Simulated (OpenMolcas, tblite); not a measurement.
# A ladder of methods for Si2H5O (SMILES O[SiH][SiH3])

The species is Si2H5O (8 atoms), meant as a doublet with charge 0. As SMILES, `O[SiH][SiH3]`. Geometry: relaxed at PBE0-D4/def2-TZVP. This is one conformer, not always the lowest.

```xyz
8

O    -0.9290    0.9384   -1.7171
Si    0.0904    1.1340   -0.4250
Si    0.3142   -0.7742    0.9176
H    -1.8059    0.5984   -1.5303
H     1.3787    1.5823   -1.0244
H     1.1900   -0.4268    2.0690
H     0.8839   -1.9604    0.2167
H    -1.0302   -1.1487    1.4376
```

Each level gives the dipole moment (D). The values are calculated.

```json
{"level": "IPEA1-xTB", "kind": "semi-empirical", "program": "tblite", "value (D)": "1.44", "CPU time": "under 2 s"}
{"level": "UHF/def2-SVPD", "kind": "Hartree–Fock", "program": "OpenMolcas", "value (D)": "1.27", "CPU time": "19 s"}
{"level": "USVWN5/def2-SVPD", "kind": "LDA", "program": "OpenMolcas", "value (D)": "1.15", "CPU time": "53 s"}
{"level": "U-revPBE/def2-SVPD", "kind": "GGA", "program": "OpenMolcas", "value (D)": "1.12", "CPU time": "88 s"}
{"level": "UM06-L/def2-SVPD", "kind": "meta-GGA", "program": "OpenMolcas", "value (D)": "1.16", "CPU time": "1.9 min"}
{"level": "UBHLYP/def2-SVPD", "kind": "global hybrid", "program": "OpenMolcas", "value (D)": "1.21", "CPU time": "90 s"}
```

The values span 1.12 to 1.44 D. Magnitudes only. CPU times are rough (shared hosts, several kinds of processor): they show what a rung costs within a factor of a few.
